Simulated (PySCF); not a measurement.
Start geometry of `[OH3+]` from GFN2-xTB (Å):
```
atom  x, y, z in Å
O1     0.003   -0.002    0.207
H2    -0.550   -0.761   -0.085
H3    -0.382    0.861   -0.064
H4     0.939   -0.094   -0.081
```

**Question.** What comes out of this run: PBE0-D3(BJ)/def2-SVP geometry optimisation, gas phase (PySCF 2.14.0)?

**Answer.** 
```
atom  x, y, z in Å
O1     0.002    0.002    0.200
H2    -0.468   -0.816   -0.072
H3    -0.469    0.817   -0.079
H4     0.945    0.002   -0.073
```

The energy falls by 0.01 kcal/mol over 3 energy and gradient evaluations, the largest force component goes from 0.0024 to 7.9e-05 Eh/bohr, and the atoms move by 0.004 Å rms after alignment. Among the bonds, O1–H2, O1–H3 and O1–H4 change most and about equally (-0.002 Å). Bonds longer at the end by more than 0.005 Å: 0 of 3; shorter: 0. Rotational constants go from 326916, 326866, 188497 to 329292, 329181, 188175 MHz. The orientation of the end geometry is arbitrary; only internal coordinates are fixed.

The run used 29 basis functions and 16 SCF cycles in all. The run took 0.84 s wall on one thread of an Arm Neoverse V1, on a shared host, and the process peaked at 0.23 GiB of memory.

Stationary, but not proved a minimum.
